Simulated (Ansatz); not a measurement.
**CH2F+ (triplet): from Hartree-Fock to the top rungs, cc-pVTZ**

One table from this session's results is given with a row withheld; the runs are named, their logs left out.

The runs use Ansatz 0.2.0, Gaussian basis; cc-pVTZ, core rule «outside noble gas», up to 2 orbitals frozen.

Plan: UHF; CCSD(T) on ROHF; CCSD(T) on UHF; BCCD(T) on ROHF; CCSDT(Q) on ROHF; CCSDT(Q) on UHF.

10 further runs of the same task are left out: 6 for a known fault of the program, 4 set aside as unsound or not needed.

**The system**

The geometry is a PBE0/def2-TZVP stationary point (not a proven minimum) of the parent state, kept for this charge and spin.

4 atoms, charge 1, spin multiplicity 3.

Atoms are counted from 1 here; the program's logs count them from 0.

Bond lengths: C1–F2 1.329 Å, C1–H3 1.079 Å, C1–H4 1.079 Å. Angles: F2–C1–H3 116.3°, F2–C1–H4 116.3°, H3–C1–H4 127.5°.

The first run:

The input, in.yaml:

```yaml
crystal:
  periodic: [false, false, false]
  atoms:
    - {symbol: C, position_ang: [0.000000, 0.000000, 0.735382]}
    - {symbol: F, position_ang: [0.000000, 0.000000, -0.593604]}
    - {symbol: H, position_ang: [0.000000, 0.967665, 1.212911]}
    - {symbol: H, position_ang: [0.000000, -0.967666, 1.212911]}
basis:
  gaussian: {orbitals: cc-pVTZ}
total_charge: 1
magnetization: {spin_polarized: true, initial_magnetization: 2}
hamiltonian: {xc: hf}
output: {orbitals: {seedname: orbitals}}
```

The run is started by

```sh
$ ansatz run in.yaml --threads 1 --pin off --events-out ev --progress --plain --max-ram 4096MiB --backend cpu
```

Steps of the session up to this table: UHF; CCSD(T) on ROHF; CCSD(T) on UHF; BCCD(T) on ROHF; CCSDT(Q) on ROHF; CCSDT(Q) on UHF.

One of the session's tables, all rows but one given; the rest of the session is left out.

| method | from UCCSDT(Q) (meV) |
| --- | --- |
| ROHF | +11130.8 |
| UHF | ? |
| RMP2 | +1517.6 |
| UMP2 | +1537.1 |
| RCCSD | +437.5 |
| UCCSD | +431.1 |
| RCCSD(T) | +77.5 |
| UCCSD(T) | +76.5 |
| BCCD(T) | +48.4 |
| RCCSDT | +28.7 |
| UCCSDT | +26.6 |
| RCCSDT(Q) | +3.0 |
| UCCSDT(Q) | 0 |

**Question.** Estimate the row for UHF.

The run gave: from UCCSDT(Q) (meV): +10840.9. In the column «from UCCSDT(Q) (meV)» it lies between UMP2 (+1537.1) and ROHF (+11130.8).

Caveats from the session: Restricted and unrestricted rows rest on different reference determinants; where their highest levels disagree by more than a few hundredths of an eV, they describe different states and don't form one ladder.
